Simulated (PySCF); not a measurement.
Bonds (- single, = double, # triple, : aromatic): C1=C2 1.333 Å, C2-C3 1.495 Å, C3-C4 1.495 Å, C4=C5 1.329 Å, C4-F6 1.340 Å. C1 carries H7, H8; C2 carries H9; C3 carries H10, H11; C5 carries H12, H13. H7, H13 are cis to C3; H8, H12 are trans to C3.

Geometry: PBE0-D3(BJ)/def2-SVP; GIAO shifts from PySCF 2.14, gas phase, non-relativistic, averaged over equivalent atoms.

At B97-2/pcSseg-1 (137 basis functions, 10 s wall time on 1 thread of an Arm Neoverse V1, shared host):
```
  atoms  δ (ppm)
     C4    171.7
     C2    137.9
     C1    124.1
     C5     92.6
     C3     39.4
     F6    -84.5
     H9     5.93
     H7     5.41
     H8     5.40
    H12     4.77
    H13     4.36
H10/H11     2.83
```

Referencing at the same level of theory: $^{13}$C (183.69 ppm) and $^{1}$H (31.38 ppm) vs TMS; $^{19}$F (178.12 ppm) vs CFCl3.

Q: Estimate the result of repeating the calculation with PBE0/aug-cc-pVDZ.

A: 
```csv
atoms,δ at PBE0/aug-cc-pVDZ,change
C4,166.3,-5.4
C2,134.4,-3.5
C1,119.0,-5.1
C5,88.3,-4.3
C3,38.6,-0.8
F6,-87.4,-2.9
H9,6.26,+0.33
H7,5.52,+0.11
H8,5.59,+0.19
H12,4.70,-0.07
H13,4.44,+0.08
H10/H11,3.02,+0.19
```

Referencing at the same level of theory: $^{13}$C (195.12 ppm) and $^{1}$H (31.39 ppm) vs TMS; $^{19}$F (194.15 ppm) vs CFCl3.

The largest change is at C4 (fully substituted alkene carbon). Cost: 201 basis functions, 23 s wall time on 1 thread of an Arm Neoverse V1, shared host. The order of the carbon signals is the same at both levels.

Unscaled 19F shifts against computed CFCl3 carry errors that often reach 10 to 50 ppm.
